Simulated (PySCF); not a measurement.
## EPR parameters of [C5H6S]-

Species: C5H6S (charge -1 and doublet state).
Structure used (GFN2-xTB), in Å, numbered top down from 1:
```
atom  x, y, z in Å
C1     2.3127    0.0263    0.0763
C2     0.9842    0.2298    0.0160
C3    -0.0254   -0.6828    0.4330
S4     0.4006   -2.2143    1.0797
C5    -1.4105   -0.3838    0.3393
C6    -2.0117    0.7382   -0.1115
H7     3.0220    0.7682   -0.2611
H8     2.7129   -0.8927    0.4688
H9     0.6292    1.1739   -0.3884
H10   -2.0575   -1.1848    0.6865
H11   -3.0878    0.8261   -0.1259
H12   -1.4675    1.5952   -0.4740
```

The hyperfine couplings belong to this conformer and change with its torsions.

The species is `C=C[C]([S-])C=C` [radical] (charge -1).

Method used: UKS B3LYP, pcH-1 on C H S, non-relativistic, mean-field spin-orbit, GIAO (PySCF). Whether the extra electron is bound in the gas phase wasn't checked; a finite basis holds it in any case. The geometry wasn't refined by DFT: couplings that depend on bond lengths, twists or pyramidal angles can differ widely from those at the functional's own minimum, by a factor of two or more for some ions and for spin on atoms past the first row. The SCF solution wasn't tested for stability.

```json
{"g1, g2, g3": "2.00203, 2.00880, 2.02014", "g_iso": "2.01032", "Form of g": "rhombic: the two nearest values differ by 37 % of g3 − g1", "⟨S²⟩": "0.7639 (exact 0.7500)", "Total energy": "-592.34056 Eh"}
```

Hyperfine couplings atom by atom, in MHz; T1 to T3 are the principal values of the dipolar part:

| atom | isotope | a_iso | of which spin–orbit | T1 | T2 | T3 | Mulliken spin population |
| --- | --- | --- | --- | --- | --- | --- | --- |
| C1 | 13C | 21.3 | -0.1 | -21.6 | -20.1 | 41.7 | 0.30 |
| C2 | 13C | -22.7 | 0.0 | -9.5 | 3.3 | 6.2 | -0.11 |
| C3 | 13C | 29.2 | 0.4 | -29.0 | -27.7 | 56.6 | 0.30 |
| S4 | 33S | 6.9 | 0.8 | -32.7 | -30.4 | 63.0 | 0.36 |
| C5 | 13C | -23.7 | 0.0 | -10.6 | 3.6 | 7.0 | -0.11 |
| C6 | 13C | 24.0 | -0.1 | -23.1 | -22.0 | 45.1 | 0.31 |
| H7 | 1H | -17.6 | 0.0 | -11.0 | 0.1 | 10.9 | -0.01 |
| H8 | 1H | -17.9 | 0.0 | -7.5 | -0.6 | 8.1 | -0.01 |
| H9 | 1H | 3.5 | 0.0 | -3.5 | -0.6 | 4.0 | 0.00 |
| H10 | 1H | 4.6 | 0.0 | -3.5 | -1.2 | 4.7 | 0.00 |
| H11 | 1H | -18.7 | 0.0 | -11.5 | 0.1 | 11.5 | -0.01 |
| H12 | 1H | -17.6 | 0.0 | -9.3 | -0.7 | 9.9 | -0.01 |

Largest spin populations (Mulliken): S4 (+0.36), C6 (+0.31), C1 (+0.30) and C3 (+0.30). Four atoms exceed +0.15.

The SMILES `C=C[C]([S-])C=C` draws the unpaired electron on C3, whose computed spin population is only +0.30.

Axes: g1 is normal to the molecular plane and g3 points within 3° of the C3–S4 bond.

Under fast tumbling the dipolar parts average out, and these isotropic splittings remain: 2 × 1H (H7/H11, I = 1/2, 3 lines) with 0.64 mT, 2 × 1H (H8/H12, I = 1/2, 3 lines) with 0.63 mT and 2 × 1H (H9/H10, I = 1/2, 3 lines) with 0.14 mT.

Class means assume fast exchange of nuclei equivalent by connectivity; if that motion is slow, each nucleus keeps its own coupling.

The 33S coupling of S4 (6.9 MHz) shows only in satellite lines or after enrichment, since that isotope makes up about 0.76 % of natural sulfur.

The 13C coupling of C3 (29.2 MHz) shows only in satellite lines or after enrichment, since that isotope makes up about 1.07 % of natural carbon.

Examples of negative spin density at the nucleus (bohr⁻³): C2/C5 (-0.0206), H7/H11 (-0.0041) and H8/H12 (-0.0040).
